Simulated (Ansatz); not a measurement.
A run on C₆H₆ (`CC#CC#CC`) with other settings.

```yaml
crystal:
  periodic: [false, false, false]
  atoms:
    - {symbol: C, position_ang: [-0.771029, -1.792637, 2.705159]}
    - {symbol: C, position_ang: [-0.436697, -1.014708, 1.533158]}
    - {symbol: C, position_ang: [-0.157368, -0.364987, 0.553759]}
    - {symbol: C, position_ang: [0.157673, 0.367341, -0.552110]}
    - {symbol: C, position_ang: [0.436883, 1.016061, -1.532206]}
    - {symbol: C, position_ang: [0.770960, 1.792118, -2.705521]}
    - {symbol: H, position_ang: [0.072203, -2.415877, 3.014876]}
    - {symbol: H, position_ang: [-1.621559, -2.450882, 2.508421]}
    - {symbol: H, position_ang: [-1.035262, -1.143030, 3.543955]}
    - {symbol: H, position_ang: [1.851387, 1.941443, -2.781480]}
    - {symbol: H, position_ang: [0.296767, 2.776693, -2.671714]}
    - {symbol: H, position_ang: [0.436041, 1.288436, -3.616305]}
basis:
  gaussian: {orbitals: aug-cc-pVTZ}
magnetization: {spin_polarized: true, initial_magnetization: 0}
hamiltonian: {xc: {name: B2PLYP}}
```

```sh
$ ansatz run in.yaml --threads 4 --pin off --events-out ev --progress --plain --max-ram 10444MiB
```

Output, abridged:

```
Functional definition: B2PLYP
2388 factors; integrals over basis functions are off by at most 1.1e-3 eV
mean field evaluation 1: about -6297.8629 eV, gradient 3.8e1 eV
mean field evaluation 2: about -6297.9785 eV, gradient 3.8e1 eV
mean field evaluation 4: about -6304.7279 eV, gradient 1.9e0 eV
mean field evaluation 8: about -6304.7495 eV, gradient 5.9e-2 eV
mean field evaluation 16: about -6304.7495 eV, gradient 7.7e-6 eV
mean field -6304.74954973 eV, -231.6952724397 hartree, gradient 1.5e-6 eV, S^2 0.000000; 2 other end points of the search recorded, 0 dependent functions left out
6 core orbitals not correlated: weight in the atoms' cores, before any rotation towards them, 1.000 or more for the frozen orbitals, at most 0.000 for the correlated occupied ones
reference -6304.74977922 eV, -231.6952808734 hartree; 15, 15 occupied and 393, 393 virtual orbitals, 2388 factors
second order -32.10863748 eV of doubles, -0.00000000 eV of singles
Total energy: -6313.41911134 eV, -232.0138729525 hartree
```

Run time 49 s (4 threads of an Intel Xeon Platinum 8259CL on a shared host); peak host memory 1.9 GiB.
